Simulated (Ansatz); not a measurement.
Ba (model structure, started from the beta-W type, Pm-3n, No. 223, 8 atoms in the cell)

Level of theory: PBEsol (Ansatz, a program for electronic structure, PAW).

Settings: plane-wave cutoff 500 eV, 10×10×10 k mesh, Fermi–Dirac smearing 0.1 eV, scalar-relativistic PAW data made under PBE.

Cell (relaxed at this level):

```yaml
crystal:
  lattice:
    - [7.78973, 0.00000, 0.00000]
    - [0.00000, 7.78973, 0.00000]
    - [0.00000, 0.00000, 7.78973]
  atoms:
    - { symbol: Ba, position: [0.25000, 0.00000, 0.50000] }
    - { symbol: Ba, position: [0.75000, 0.00000, 0.50000] }
    - { symbol: Ba, position: [0.00000, 0.50000, 0.25000] }
    - { symbol: Ba, position: [0.00000, 0.50000, 0.75000] }
    - { symbol: Ba, position: [0.50000, 0.25000, 0.00000] }
    - { symbol: Ba, position: [0.50000, 0.75000, 0.00000] }
    - { symbol: Ba, position: [0.00000, 0.00000, 0.00000] }
    - { symbol: Ba, position: [0.50000, 0.50000, 0.50000] }
```

| Property | Result |
|---|---|
| band gap | zero (no gap) |

Note: the relaxation could raise the start's symmetry but not lower it, so the cell can be a saddle point.

Spin–orbit coupling is not included.

The computed numbers hold no vibrational or temperature effects.

Cost on a shared machine: around 10 core-minutes (rough).

A model structure was made by putting elements into a prototype or built by hand; it is no filed structure, need not be a known phase, and can be a saddle point held by its symmetry.
